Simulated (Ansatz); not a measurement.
# CCSD(T) forces

CH4MgO (SMILES [CH3][Mg][OH]), singlet, displaced at random from a GFN2-xTB minimum.

```
7
angstrom
C -0.9664 0.6321 -0.3993
Mg 0.7418 -0.2402 -0.3758
O 1.9266 -1.1081 0.6299
H -1.9280 -0.1294 -0.5469
H -1.0995 1.3200 -1.0869
H -1.1513 1.1118 0.6694
H 2.3005 -1.6624 1.1096
```

Ansatz 0.2.0; basis: def2-TZVPP; cores frozen in the correlated methods. The outer core shell of Li, Na, Mg and K is correlated. The def2 sets are not built for correlating such inner shells, so the correlated values are less sure here.

CCSD(T) forces from the calculation:
```tsv
atom	Fx	Fy	Fz (eV/Å)
C1	-3.838	-3.362	4.497
Mg2	1.834	-1.308	0.824
O3	-5.076	7.552	-6.781
H4	2.408	1.715	0.431
H5	-0.877	3.766	-3.354
H6	0.371	-0.856	-2.066
H7	5.177	-7.508	6.450
```

Root-mean-square difference of the force components from those of CCSD(T): PBE0-D4 0.032; wB97M-V 0.058; r2SCAN-D4 0.028; PBE-D4 0.164; HSE06-D4 0.030; wB97X-V 0.053 eV/Å.

No T1 diagnostic of these runs exceeds 0.011.

For scale, one of the runs: CCSD(T)/def2-TZVPP forces, 150 basis functions (an equivalent command: `ansatz run in.yaml --threads 4`). The run took 76 s on 4 CPU threads (shared host), with 2 GiB of host memory at its peak.
